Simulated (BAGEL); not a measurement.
# SiNH5 (SMILES [H][Si]([H])([H])N) at HF/3-21G (density fitting with qzvpp-jkfit)

What is the vertical singlet–triplet gap of SiNH5 at HF/3-21G (density fitting with qzvpp-jkfit)? 

Program for the calculation: BAGEL 1.2.2.

## 1. The structure to begin with

SiNH5: 7 atoms, total charge 0, spin state singlet. As SMILES, `[H][Si]([H])([H])N`. The coordinates come from a GFN2-xTB relaxation.

Bond lengths: Si1–N2 1.723 Å, N2–H3 1.007 Å, N2–H4 1.007 Å, Si1–H5 1.460 Å, Si1–H6 1.461 Å, Si1–H7 1.472 Å. Angles: Si1–N2–H3 118.6°, Si1–N2–H4 118.6°, N2–Si1–H5 105.0°, N2–Si1–H6 105.1°, N2–Si1–H7 115.3°, H3–N2–H4 109.5°, H5–Si1–H6 113.3°, H5–Si1–H7 109.2°, H6–Si1–H7 109.1°.

## 2. A single-point energy at HF/3-21G (density fitting with qzvpp-jkfit)

input.json

```json
{ "bagel" : [

{
  "title" : "molecule",
  "basis" : "3-21g",
  "df_basis" : "qzvpp-jkfit",
  "angstrom" : true,
  "geometry" : [
    { "atom" : "Si", "xyz" : [   -0.000690,    0.002380,   -0.682990 ] },
    { "atom" : "N", "xyz" : [    0.090660,    0.178690,    1.028560 ] },
    { "atom" : "H", "xyz" : [    0.707680,   -0.428190,    1.543790 ] },
    { "atom" : "H", "xyz" : [   -0.763660,    0.307400,    1.545850 ] },
    { "atom" : "H", "xyz" : [    1.387750,   -0.009920,   -1.135540 ] },
    { "atom" : "H", "xyz" : [   -0.747920,    1.169350,   -1.146100 ] },
    { "atom" : "H", "xyz" : [   -0.673820,   -1.219710,   -1.153570 ] }
  ]
},
{
  "title" : "hf"
},
{
  "title" : "print",
  "file" : "orbitals.molden",
  "orbitals" : true
}

]}
```

Started as:

```sh
$ BAGEL_NUM_THREADS=1 BAGEL input.json > input.out
```

Log:

```text
* using 1 threads per process

  ===============================================================
  ===============================================================

  *** Geometry ***

  { "atom" : "Si", "xyz" : [     -0.001304,      0.004498,     -1.290664 ] },
  { "atom" : "N", "xyz" : [      0.171323,      0.337675,      1.943697 ] },
  { "atom" : "H", "xyz" : [      1.337321,     -0.809162,      2.917340 ] },
  { "atom" : "H", "xyz" : [     -1.443108,      0.580902,      2.921233 ] },
  { "atom" : "H", "xyz" : [      2.622467,     -0.018746,     -2.145860 ] },
  { "atom" : "H", "xyz" : [     -1.413364,      2.209751,     -2.165815 ] },
  { "atom" : "H", "xyz" : [     -1.273335,     -2.304918,     -2.179931 ] },

  Number of auxiliary basis functions:      295

  Since a DF basis is specified, we compute 2- and 3-index integrals:
    o Being stored without compression. Storage requirement is 0.002 GB

  Number of basis functions:       32
  Number of electrons      :       26

    * METHOD: MOLECULE                             0.05

  *** RHF ***

  === Nuclear Repulsion ===
    65.1674046877

      * DIIS with orbital gradients will be used.

  === RHF iteration (3-21g) ===
      0       -344.36102951          0.03336854           0.00
      1       -344.42364139          0.01686540           0.00
      2       -344.44397864          0.00162895           0.00
      3       -344.44431606          0.00013745           0.00
      4       -344.44432302          0.00004418           0.00
      5       -344.44432380          0.00000952           0.00
      6       -344.44432383          0.00000146           0.00
      7       -344.44432383          0.00000035           0.00
      8       -344.44432383          0.00000006           0.00
      9       -344.44432383          0.00000002           0.00
     10       -344.44432383          0.00000001           0.00
    * SCF iteration converged.

    * Permanent dipole moment:
           (    0.208585,     0.421863,    -0.284514) a.u.

    * METHOD: HF                                   0.09

    * METHOD: PRINT                                0.00

  ===============================================================
```

Wall time 0.3 s (1 thread of Arm Neoverse V2, shared host).

## 3. The triplet at the same level

Changes to input.json since step 2:

```diff
@@ -17,10 +17,4 @@
 },
-{
-  "title" : "hf"
-},
-{
-  "title" : "print",
-  "file" : "orbitals.molden",
-  "orbitals" : true
-}
+{ "title" : "uhf", "nopen" : 2 },
+{ "title" : "print", "file" : "orbitals.molden", "orbitals" : true }
```

Started as:

```sh
$ BAGEL_NUM_THREADS=1 BAGEL input.json > input.out
```

Log:

```text
* using 1 threads per process

  ===============================================================
  ===============================================================

  *** Geometry ***

  { "atom" : "Si", "xyz" : [     -0.001304,      0.004498,     -1.290664 ] },
  { "atom" : "N", "xyz" : [      0.171323,      0.337675,      1.943697 ] },
  { "atom" : "H", "xyz" : [      1.337321,     -0.809162,      2.917340 ] },
  { "atom" : "H", "xyz" : [     -1.443108,      0.580902,      2.921233 ] },
  { "atom" : "H", "xyz" : [      2.622467,     -0.018746,     -2.145860 ] },
  { "atom" : "H", "xyz" : [     -1.413364,      2.209751,     -2.165815 ] },
  { "atom" : "H", "xyz" : [     -1.273335,     -2.304918,     -2.179931 ] },

  Number of auxiliary basis functions:      295

  Since a DF basis is specified, we compute 2- and 3-index integrals:
    o Being stored without compression. Storage requirement is 0.002 GB

  Number of basis functions:       32
  Number of electrons      :       26

    * METHOD: MOLECULE                             0.05

  *** Open-shell HF ***

  === Nuclear Repulsion ===
    65.1674046877

      * DIIS with orbital gradients will be used.

  === UHF iteration (3-21g) ===
      0       -344.07965169          0.05457223           0.01
      1       -344.16062142          0.03873764           0.01
      2       -344.19749893          0.02213244           0.01
      3       -344.21229334          0.00552807           0.01
      4       -344.21883927          0.00178839           0.01
      5       -344.21961135          0.00067340           0.01
      6       -344.21993627          0.00025390           0.01
      7       -344.21998506          0.00009303           0.01
      8       -344.21998777          0.00003156           0.01
      9       -344.21998826          0.00001006           0.01
     10       -344.21998837          0.00000503           0.01
     11       -344.21998841          0.00000152           0.01
     12       -344.21998841          0.00000078           0.01
     13       -344.21998841          0.00000043           0.01
     14       -344.21998841          0.00000024           0.01
     15       -344.21998841          0.00000012           0.01
     16       -344.21998841          0.00000005           0.01
     17       -344.21998841          0.00000002           0.01
     18       -344.21998841          0.00000001           0.01
    * SCF iteration converged.

    * S^2 (UHF) is 2.0098

    * Permanent dipole moment:
           (   -0.026924,    -0.041147,    -1.683088) a.u.

    * METHOD: UHF                                  0.20

    * METHOD: PRINT                                0.00

  ===============================================================
```

Run time: 0.4 s. Hardware: 1 thread of Arm Neoverse V2, shared host.

## 4. Summary of results

Level: HF/3-21G (density fitting with qzvpp-jkfit).

| quantity | value |
| --- | --- |
| singlet: total energy | -344.44432 Eh |
| singlet: dipole moment | 1.40 D |
| singlet: HOMO energy | -10.43 eV |
| singlet: LUMO energy | 4.56 eV |
| singlet: HOMO–LUMO gap | 15.00 eV |
| triplet: total energy | -344.21999 Eh |
| triplet: dipole moment | 4.28 D |
| triplet: ⟨S²⟩ | 2.010 |
| vertical energy of the triplet above the singlet | 6.104 eV |

**Reading.** At this shape the triplet lies 6.10 eV (141 kcal/mol) above the singlet.
